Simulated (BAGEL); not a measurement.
# CH4 (methane) at HF/STO-3G (density fitting with qzvpp-jkfit)

What is the energy change on altering one bond length of CH4 (methane) at HF/STO-3G (density fitting with qzvpp-jkfit)? 

The calculation is run with BAGEL 1.2.2.

3 further runs of the same task are left out: 3 that didn't finish. Runs told in other sessions of the task aren't counted.

### 1 The structure to begin with

CH4: 5 atoms, total charge 0, spin state singlet. As SMILES, `C`. The coordinates come from a PBE0-D4/def2-TZVP relaxation.

Bond lengths: C1–H2 1.090 Å, C1–H3 1.090 Å, C1–H4 1.090 Å, C1–H5 1.090 Å. Angles: H2–C1–H3 109.5°, H2–C1–H4 109.5°, H2–C1–H5 109.5°, H3–C1–H4 109.5°, H3–C1–H5 109.5°, H4–C1–H5 109.5°.

### 2 A single-point energy at HF/STO-3G (density fitting with qzvpp-jkfit)

The input, calc.json:

```json
{ "bagel" : [

{
  "title" : "molecule",
  "basis" : "sto-3g",
  "df_basis" : "qzvpp-jkfit",
  "angstrom" : "true",
  "geometry" : [
    { "atom" : "C", "xyz" : [    0.000000,    0.000000,    0.000000 ] },
    { "atom" : "H", "xyz" : [    0.159000,   -0.243200,    1.050200 ] },
    { "atom" : "H", "xyz" : [   -1.006700,    0.395200,   -0.132900 ] },
    { "atom" : "H", "xyz" : [    0.119700,   -0.899500,   -0.603300 ] },
    { "atom" : "H", "xyz" : [    0.728100,    0.747400,   -0.313900 ] }
  ]
},
{ "title" : "hf" },
{ "title" : "print", "file" : "orbitals.molden", "orbitals" : "true" }

]}
```

The run is started by

```bash
$ BAGEL_NUM_THREADS=1 BAGEL calc.json > calc.out
```

Standard output:

```text
* using 1 threads per process

  ===============================================================
  ===============================================================

  *** Geometry ***

  { "atom" : "C", "xyz" : [      0.000000,      0.000000,      0.000000 ] },
  { "atom" : "H", "xyz" : [      0.300466,     -0.459581,      1.984590 ] },
  { "atom" : "H", "xyz" : [     -1.902387,      0.746820,     -0.251145 ] },
  { "atom" : "H", "xyz" : [      0.226200,     -1.699809,     -1.140072 ] },
  { "atom" : "H", "xyz" : [      1.375910,      1.412381,     -0.593185 ] },

  Number of auxiliary basis functions:      147

  Since a DF basis is specified, we compute 2- and 3-index integrals:
    o Being stored without compression. Storage requirement is 0.000 GB

  Number of basis functions:        9
  Number of electrons      :       10

    * METHOD: MOLECULE                             0.02

  *** RHF ***

  === Nuclear Repulsion ===
    13.4397642716

      * DIIS with orbital gradients will be used.

  === RHF iteration (sto-3g) ===
      0        -39.72180454          0.01180578           0.00
      1        -39.72655632          0.00297264           0.00
      2        -39.72686002          0.00033176           0.00
      3        -39.72686318          0.00000186           0.00
      4        -39.72686318          0.00000002           0.00
      5        -39.72686318          0.00000000           0.00
    * SCF iteration converged.

    * Permanent dipole moment:
           (   -0.000008,     0.000001,    -0.000008) a.u.

    * METHOD: HF                                   0.03

    * METHOD: PRINT                                0.00

  ===============================================================
```

Run time: 0.18 s. Hardware: 1 thread of Arm Neoverse V1, shared host.

### 3 The distorted shape

The input, input.json:

```json
{ "bagel" : [

{
  "title" : "molecule",
  "basis" : "sto-3g",
  "df_basis" : "qzvpp-jkfit",
  "angstrom" : true,
  "geometry" : [
    { "atom" : "C", "xyz" : [   -0.059848,    0.449735,    0.301640 ] },
    { "atom" : "H", "xyz" : [    0.099152,    0.206535,    1.351840 ] },
    { "atom" : "H", "xyz" : [   -1.066548,    0.844935,    0.168740 ] },
    { "atom" : "H", "xyz" : [    0.119700,   -0.899500,   -0.603300 ] },
    { "atom" : "H", "xyz" : [    0.668252,    1.197135,   -0.012260 ] }
  ]
},
{ "title" : "hf", "charge" : 0 },
{ "title" : "print", "file" : "orbitals.molden", "orbitals" : true }

]}
```

The run is started by

```bash
$ BAGEL_NUM_THREADS=1 BAGEL input.json > input.out
```

Standard output:

```text
* using 1 threads per process

  ===============================================================
  ===============================================================

  *** Geometry ***

  { "atom" : "C", "xyz" : [     -0.113096,      0.849876,      0.570017 ] },
  { "atom" : "H", "xyz" : [      0.187370,      0.390295,      2.554607 ] },
  { "atom" : "H", "xyz" : [     -2.015484,      1.596696,      0.318872 ] },
  { "atom" : "H", "xyz" : [      0.226200,     -1.699809,     -1.140072 ] },
  { "atom" : "H", "xyz" : [      1.262813,      2.262257,     -0.023168 ] },

  Number of auxiliary basis functions:      147

  Since a DF basis is specified, we compute 2- and 3-index integrals:
    o Being stored without compression. Storage requirement is 0.000 GB

  Number of basis functions:        9
  Number of electrons      :       10

    * METHOD: MOLECULE                             0.02

  *** RHF ***

  === Nuclear Repulsion ===
    12.2830665637

      * DIIS with orbital gradients will be used.

  === RHF iteration (sto-3g) ===
      0        -39.59052878          0.01849321           0.00
      1        -39.59944192          0.00568802           0.00
      2        -39.60016848          0.00159846           0.00
      3        -39.60023830          0.00004920           0.00
      4        -39.60023839          0.00000453           0.00
      5        -39.60023839          0.00000022           0.00
      6        -39.60023839          0.00000002           0.00
      7        -39.60023839          0.00000000           0.00
    * SCF iteration converged.

    * Permanent dipole moment:
           (    0.011578,    -0.087058,    -0.058396) a.u.

    * METHOD: HF                                   0.04

    * METHOD: PRINT                                0.00

  ===============================================================
```

It took 0.22 s on 1 thread of Arm Neoverse V1, shared host.

### 4 Results

At HF/STO-3G (density fitting with qzvpp-jkfit):

```
                                                         quantity         value
                                        first shape: total energy  -39.72686 Eh
                                       first shape: dipole moment        0.00 D
                                         first shape: HOMO energy     -14.09 eV
                                         first shape: LUMO energy      19.41 eV
                                       first shape: HOMO–LUMO gap      33.50 eV
                                    distorted shape: total energy  -39.60024 Eh
                                   distorted shape: dipole moment        0.27 D
                                     distorted shape: HOMO energy     -10.24 eV
                                     distorted shape: LUMO energy       9.09 eV
                                   distorted shape: HOMO–LUMO gap      19.33 eV
energy change with the C1–H4 bond stretched from 1.090 to 1.634 Å      3.446 eV
```

**Reading.** With the C1–H4 bond stretched from 1.090 to 1.634 Å the energy rises by 3.45 eV (332 kJ/mol). The first shape isn't relaxed at this level, so the change isn't measured from a minimum. The minimal basis adds a large error of its own.
